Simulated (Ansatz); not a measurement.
Chalcopyrite CdGeAs2, relaxed in Ansatz (plane waves) with several semilocal functionals. Each gives its own volume and its own bulk modulus:

| level | V0 (Å³/atom) | bulk modulus B0 (GPa) | ln V0 | ln B0 |
|---|---|---|---|---|
| PBEsol-D3(BJ) | 24.178 | 65.9 | 3.1854 | 4.1881 |
| r²SCAN+rVV10 | 24.927 | 63.9 | 3.2160 | 4.1573 |
| PBEsol | 24.962 | 60.7 | 3.2174 | 4.1059 |
| PBE-D3(BJ) | 25.202 | 58.9 | 3.2269 | 4.0758 |
| rVV10 | 26.717 | 51.5 | 3.2853 | 3.9416 |
| revPBE | 26.906 | 48.5 | 3.2923 | 3.8816 |

Question: Fit a straight line to ln B0 against ln V0. What does it predict for r²SCAN-D4, whose volume is 24.969 Å³/atom?

Answer: With x = ln V0 and y = ln B0: means 3.23722 and 4.05838; Σ(Δx Δy) = -0.0253, Σ(Δx²) = 0.00898, so the slope is -2.82. At x = 3.2176 the line gives y = 4.05838 + (-2.82) × (3.2176 − 3.23722) = 4.1137, or 61.2 GPa. The run with r²SCAN-D4 gives 63.3 GPa, +3.4 % from the line. The rows used scatter about it by up to 4.0 %, while the largest value lies 36 % above the smallest.

Measured: 69.9 GPa (measured, temperature not stated, not corrected to a static lattice; as tabulated in Toher et al. (2017), arXiv:1611.05714).

Ansatz's density-functional and Hartree–Fock values are scalar-relativistic unless marked +SOC, with PAW data made under PBE.

Ansatz is a quantum-chemistry and plane-wave program.
